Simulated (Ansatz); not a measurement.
# bcc K

Computed with r²SCAN (Ansatz, a quantum-chemistry and plane-wave program, plane waves, PAW).

Run with plane-wave cutoff 600 eV, 16×16×16 k mesh, Fermi–Dirac smearing 0.1 eV, finite displacements, force constants from a 4×4×4 q mesh, scalar-relativistic PAW data made under PBE.

Cell: relaxed at this level.

For bcc K, the zero-point energy comes out as 0.010 eV/atom.
